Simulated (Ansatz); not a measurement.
Geometry optimisation, RKS B3LYP/6-31G* (Ansatz 0.2.0).

The input (input.yaml):

```yaml
crystal:
  periodic: [false, false, false]
  atoms:
    - { symbol: Si, position_ang: [-0.451102, 0.088088, -0.315193] }
    - { symbol: Cl, position_ang: [0.454551, -0.704416, 2.802997] }
    - { symbol: H, position_ang: [0.510194, 1.058296, 0.26174] }
    - { symbol: H, position_ang: [-0.654987, 0.443782, -1.751701] }
    - { symbol: H, position_ang: [0.088788, -1.293209, -0.263532] }
    - { symbol: Si, position_ang: [-2.487033, 0.225597, 0.65527] }
    - { symbol: H, position_ang: [-3.48855, -0.580381, -0.095286] }
    - { symbol: H, position_ang: [-2.509791, -0.296024, 2.061068] }
    - { symbol: H, position_ang: [-2.966384, 1.632964, 0.728752] }
    - { symbol: H, position_ang: [-0.862086, -0.574696, 2.610184] }
basis:
  gaussian: { orbitals: "6-31G*" }
hamiltonian:
  xc: b3lyp
relax:
  f_tol: 0.03
  max_steps: 50
output:
  orbitals: {}
```

Command:

```bash
$ ansatz run input.yaml --threads 1 --pin off --max-ram 2048MiB --backend cpu --events-out ev --progress --plain --runs-dir out
```

Task: Where does it end, and by what steps?

Result: It converged. The force dipped under the threshold on the way, but the program's further checks kept it going. After 17 steps the energy has fallen by 0.247 eV; Cl2 moved furthest, 1.34 Å.

| step | energy less start (eV) | largest force component (eV/Å) | accepted |
| --- | --- | --- | --- |
| 0 | 0.0000 | 1.178 | yes |
| 1 | -0.1520 | 0.703 | yes |
| 2 | -0.1995 | 0.570 | yes |
| 3 | -0.2256 | 0.402 | yes |
| 4 | -0.2334 | 0.070 | yes |
| 5 | -0.2368 | 0.038 | yes |
| 6 | -0.2390 | 0.060 | yes |
| 7 | -0.2384 | 0.434 | no |
| 8 | -0.2415 | 0.022 | yes |
| 9 | -0.2424 | 0.166 | yes |
| 10 | -0.2420 | 0.163 | no |
| 11 | -0.2436 | 0.055 | yes |
| 12 | -0.2445 | 0.020 | yes |
| 13 | -0.2453 | 0.053 | yes |
| 14 | -0.2454 | 0.153 | yes |
| 15 | -0.2461 | 0.068 | yes |
| 16 | -0.2465 | 0.003 | yes |
| 17 | -0.2468 | 0.018 | yes |

```xyz
10
Properties=species:S:1:pos:R:3
Si -0.511 0.206 -0.769
Cl 0.262 -1.061 4.081
H 0.519 1.120 -0.204
H -0.831 0.646 -2.153
H 0.049 -1.171 -0.823
Si -2.449 0.245 0.561
H -3.483 -0.689 0.043
H -2.128 -0.178 1.959
H -3.032 1.612 0.635
H -0.762 -0.729 3.365
```

Whether the end is a true minimum wasn't checked by a vibrational analysis.

Run time: 61 s on 1 thread of Arm Neoverse V1 (shared host), peak memory 0.14 GiB.
